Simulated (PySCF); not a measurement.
# C4H3N: the cost of one run

Computed with PySCF 2.14.0. Level: levels as typed in each script, gas phase, geometry from GFN2-xTB.

## Step 1: The system as given

SMILES `N#CC1=CC1`, 8 atoms, charge 0, spin multiplicity 1.

Bond lengths: N1–C2 1.150 Å, C2–C3 1.374 Å, C3–C4 1.310 Å, C3–C5 1.515 Å, C4–C5 1.489 Å, C4–H6 1.062 Å, C5–H7 1.083 Å, C5–H8 1.085 Å. Angles: N1–C2–C3 178.9°, C2–C3–C4 152.5°, C2–C3–C5 144.3°, C4–C3–C5 63.1°, C3–C4–C5 65.2°, C3–C4–H6 149.1°, C5–C4–H6 145.7°, C3–C5–C4 51.7°, C3–C5–H7 119.0°, C3–C5–H8 118.9°, C4–C5–H7 119.8°, C4–C5–H8 119.7°, H7–C5–H8 114.0°.

As a file:

```
N    -2.3227    0.0754   -0.0003
C    -1.1768   -0.0184    0.0003
C     0.1949   -0.1047    0.0006
C     1.3168   -0.7808   -0.0003
C     1.4791    0.6995    0.0001
H     1.8161   -1.7177   -0.0007
H     1.7799    1.2076    0.9082
H     1.7787    1.2083   -0.9097
```

## Step 2: Localised orbitals (B3LYP/def2-svpd)

The input, input.py:

```python
import numpy as np
from pyscf import gto, scf, dft, lo
from pyscf.data.elements import chemcore

def solve(mol, dm0=None, hcore=None):
    mf = (dft.UKS if mol.spin else dft.RKS)(mol, xc='b3lyp')
    mf.grids.level = 3
    mf = mf.density_fit(auxbasis='def2-universal-jkfit')
    mf.conv_tol, mf.max_cycle = 1e-8, 80
    if hcore is not None:
        mf.get_hcore = lambda *args: hcore
    mf.kernel(dm0)
    if not mf.converged:
        mf = mf.newton().run(mf.mo_coeff, mf.mo_occ, max_cycle=30)
    assert mf.converged, 'SCF not converged'
    return mf

mol = gto.M(atom='''
N     -2.32269     0.07542    -0.00031
C     -1.17679    -0.01843     0.00025
C      0.19491    -0.10469     0.00063
C      1.31681    -0.78076    -0.00027
C      1.47910     0.69954     0.00013
H      1.81607    -1.71774    -0.00072
H      1.77990     1.20762     0.90820
H      1.77866     1.20827    -0.90974
''', basis='def2-svpd', charge=0, spin=0, verbose=4)
mf = solve(mol)
occ_all = mf.mo_coeff[:, mf.mo_occ > 0]
occ = occ_all[:, chemcore(mol):]
loc = lo.ibo.ibo(mol, occ, iaos=lo.iao.iao(mol, occ_all))
fock, s = mf.get_fock(), mf.get_ovlp()
ortho = lo.orth_ao(mol, 'meta_lowdin')
ortho = lo.vec_lowdin(lo.iao.iao(mol, occ_all), s)
labels = lo.iao.reference_mol(mol).ao_labels(fmt=None)
vir = lo.vvo.livvo(mol, occ_all, mf.mo_coeff[:, mf.mo_occ == 0])
both = np.hstack([loc, vir])
p = (ortho.T @ s @ both) ** 2
pop = np.array([p[[l[0] == a for l in labels]].sum(0) for a in range(mol.natm)])
spd = np.array([[p[[l[0] == a and l[2][-1] == k for l in labels]].sum(0) for k in 'spd'] for a in range(mol.natm)])
eps = np.einsum('pi,pq,qi->i', both, fock, both)
for i in np.argsort(eps):
    top = np.argsort(-pop[:, i])[:3]
    print('%3d %s %9.4f Eh ' % (i + 1, 'occ' if i < loc.shape[1] else 'vir', eps[i]), '  '.join('%s%d %.3f' % (mol.atom_symbol(a), a + 1, pop[a, i]) for a in top))
np.savez('result.npz', c=both, nocc=loc.shape[1], pop=pop, spd=spd, eps=eps, e=mf.e_tot)
```

The run is started by

```
OMP_NUM_THREADS=1 python input.py
```

**Question.** How long does this run take on 1 thread of Arm Neoverse V1, shared host, and how much memory does it need?

About 11 s, with a peak of 0.48 GiB.
